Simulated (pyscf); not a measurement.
PySCF, gas phase, ωB97X-D3(BJ)/def2-SVP geometries. Correlated levels are frozen-core, on RHF or UHF. ΔMP2 is the change of the MP2 total energy from the triple- to the quadruple-zeta basis.

Question: Estimate by transition-state theory (the high-pressure limit) the rate constant of H₂C=CH–F → H₃C–C:–F [singlet] (singlet surface; C–H broken, C–H formed) at 900 K, with CCSD(T)/def2-TZVPP + ΔMP2(QZVPP) energies (ideal gas, 1 atm, RRHO with modes under 100 cm⁻¹ raised to 100, one conformer, R ln 2 for rigid chiral ones; no tunnelling).

Answer: The electronic barrier is 70.8 kcal/mol and the thermal terms add -4.2, so ΔG‡ = 66.6 kcal/mol. With k_BT/h = 1.88e+13 s⁻¹ and RT = 1.788 kcal/mol, k = 1.3e-03 s⁻¹; so small a molecule is far into fall-off at 1 atm, where the true rate is lower. Wigner's tunnelling factor for 1357i cm⁻¹ would be 1.20. A shift of 1 kcal/mol in the barrier changes k by a factor 1.7. One saddle was located; it need not be the lowest between these sides. The CCSD(T) − MP2 part came from Ansatz, without density fitting, on the same reference.
